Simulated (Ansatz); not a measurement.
# BF (singlet): wave-function methods side by side at distance B1–F2 = 1.707 Å, 6-31G

How much of the correlation energy of BF (singlet) does each wave-function method recover here?

The runs use Ansatz 0.2.0, Gaussian basis; 6-31G, core rule «outside noble gas», up to 2 orbitals frozen.

The runs, in order: UHF; CCSD(T) on RHF; CCSD(T) on UHF; BCCD(T) on RHF; CISD; CCSDT(Q) on RHF; CCSDT(Q) on UHF; CISDTQ; CCSDTQ on RHF; CCSDTQ on UHF; CASSCF and MRCISD+Q, 2 electrons in 2 orbitals; CASSCF and NEVPT2, 2 electrons in 2 orbitals; Full CI.

32 further runs of the same task are left out: 12 for a known fault of the program, 18 that didn't finish, 2 set aside as unsound or not needed. Runs told in other sessions of the task aren't counted.

## Step 1: The system

The geometry derives from a PBE0/def2-TZVP stationary point (not a proven minimum). One bond is set to the value named and the two fragments are kept rigid.

2 atoms, charge 0, spin multiplicity 1.

Atoms are counted from 1 here; the program's logs count them from 0.

No contacts short enough for the rule that draws bonds.

## Step 2: UHF

File in.yaml:

```yaml
crystal:
  periodic: [false, false, false]
  atoms:
    - {symbol: B, position_ang: [0.000000, 0.000000, 0.000000]}
    - {symbol: F, position_ang: [0.000000, 0.000000, 1.707000]}
basis:
  gaussian: {orbitals: 6-31G}
magnetization: {spin_polarized: true, initial_magnetization: 0}
hamiltonian: {xc: hf}
output: {orbitals: {seedname: orbitals}}
```

Launch:

```console
> ansatz run in.yaml --threads 1 --pin off --events-out ev --progress --plain --max-ram 2393MiB
```

Further steps of the session: CCSD(T) on RHF; CCSD(T) on UHF; BCCD(T) on RHF; CISD; CCSDT(Q) on RHF; CCSDT(Q) on UHF; CISDTQ; CCSDTQ on RHF; CCSDTQ on UHF; CASSCF and MRCISD+Q, 2 electrons in 2 orbitals; CASSCF and NEVPT2, 2 electrons in 2 orbitals; Full CI.

Q: Predict the results of all the runs planned. Wanted: FCI from the RHF energy; RMP2 from FCI; RCCSD from FCI; RCCSD(T) from FCI; RCCSDT(Q) from FCI; MRCISD+Q pair from FCI; T1 diagnostic; effectively unpaired electrons.

**Answer**, as computed:

| quantity | value |
| --- | --- |
| FCI from the RHF energy | -5.4233 eV |
| RMP2 from FCI | +587.1 meV |
| RCCSD from FCI | +188.3 meV |
| RCCSD(T) from FCI | +35.6 meV |
| RCCSDT(Q) from FCI | -11.1 meV |
| MRCISD+Q pair from FCI | +58.7 meV |
| levels within 1 kcal/mol (43 meV) | RCCSD(T), BCCD(T), RCCSDT, CISDTQ, RCCSDT(Q), RCCSDTQ |
| T1 diagnostic | 0.029 |
| effectively unpaired electrons | 0.12 |

In words: RCCSD(T) lands +35.6 meV from the yardstick (0.7 % of the correlation energy). RCCSDT(Q) falls below full CI, which methods that aren't variational can do. One determinant dominates. These misses are within one basis, not against nature.
